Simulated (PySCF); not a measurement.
# C5H8: the cost of one run

Method: levels as typed in each script, gas phase, geometry from GFN2-xTB; program: PySCF 2.14.0.

1 further run of the same task is left out (it didn't finish).

### 1 The system as given

SMILES `C=CC1CC1`, 13 atoms, charge 0, spin multiplicity 1.

Bond lengths: C1–C2 1.323 Å, C1–H6 1.078 Å, C1–H7 1.076 Å, C2–C3 1.469 Å, C2–H8 1.083 Å, C3–C4 1.508 Å, C3–C5 1.507 Å, C3–H9 1.083 Å, C4–C5 1.492 Å, C4–H10 1.080 Å, C4–H11 1.079 Å, C5–H12 1.080 Å, C5–H13 1.079 Å. Angles: C2–C1–H6 121.7°, C2–C1–H7 122.0°, H6–C1–H7 116.3°, C1–C2–C3 124.3°, C1–C2–H8 120.2°, C3–C2–H8 115.4°, C2–C3–C4 119.4°, C2–C3–C5 119.4°, C2–C3–H9 114.3°, C4–C3–C5 59.3°, C4–C3–H9 116.8°, C5–C3–H9 116.9°, C3–C4–C5 60.3°, C3–C4–H10 117.8°, C3–C4–H11 118.0°, C5–C4–H10 118.2°, C5–C4–H11 118.8°, H10–C4–H11 113.8° and more.

As a file:

```csv
atom,x (Å),y (Å),z (Å)
C1,2.2189,-0.0010,-0.1171
C2,0.9953,0.0028,0.3852
C3,-0.2318,-0.0014,-0.4220
C4,-1.4438,-0.7460,0.0775
C5,-1.4444,0.7460,0.0704
H6,2.3936,-0.0090,-1.1805
H7,3.0935,0.0034,0.5098
H8,0.8461,0.0098,1.4576
H9,-0.0610,-0.0073,-1.4918
H10,-1.3668,-1.2517,1.0282
H11,-2.0508,-1.2691,-0.6454
H12,-1.3678,1.2608,1.0162
H13,-2.0519,1.2617,-0.6575
```

### 2 Density, bond paths and surface potential (TPSSh/aug-cc-pvdz)

The input, input.py:

```python
import numpy as np
from pyscf import gto, scf, dft
from pyscf.scf import atom_ks, atom_hf
from scipy.linalg import block_diag

def solve(mol, dm0=None, hcore=None):
    mf = (dft.UKS if mol.spin else dft.RKS)(mol, xc='tpssh')
    mf.grids.level = 3
    mf = mf.density_fit(auxbasis='def2-universal-jkfit')
    mf.conv_tol, mf.max_cycle = 1e-8, 80
    if hcore is not None:
        mf.get_hcore = lambda *args: hcore
    mf.kernel(dm0)
    if not mf.converged:
        mf = mf.newton().run(mf.mo_coeff, mf.mo_occ, max_cycle=30)
    assert mf.converged, 'SCF not converged'
    return mf

mol = gto.M(atom='''
C      2.21888    -0.00105    -0.11712
C      0.99532     0.00277     0.38520
C     -0.23176    -0.00142    -0.42204
C     -1.44381    -0.74604     0.07749
C     -1.44442     0.74600     0.07036
H      2.39362    -0.00901    -1.18050
H      3.09351     0.00338     0.50980
H      0.84607     0.00978     1.45760
H     -0.06104    -0.00728    -1.49183
H     -1.36680    -1.25169     1.02822
H     -2.05084    -1.26914    -0.64537
H     -1.36783     1.26079     1.01621
H     -2.05188     1.26166    -0.65748
''', basis='aug-cc-pvdz', charge=0, spin=0, verbose=4)
mf = solve(mol)
mf.analyze()
# spherically averaged free atoms, for the promolecule
atm = atom_ks.get_atm_nrks(mol, xc='tpssh')
pro = block_diag(*[(atm[a[0]][2] * atm[a[0]][3]) @ atm[a[0]][2].T for a in mol._atom])
np.savez('result.npz', e=mf.e_tot, c=mf.mo_coeff, occ=mf.mo_occ, eps=mf.mo_energy, pro=pro, dip=mf.dip_moment(verbose=0), s2=mf.spin_square()[0])
```

Command:

```
> OMP_NUM_THREADS=1 python input.py
```

What time and memory should one allow on 1 thread of Intel Xeon Platinum 8375C at 2.90GHz (Ice Lake), shared host?

About 35 s, with a peak of 0.79 GiB.
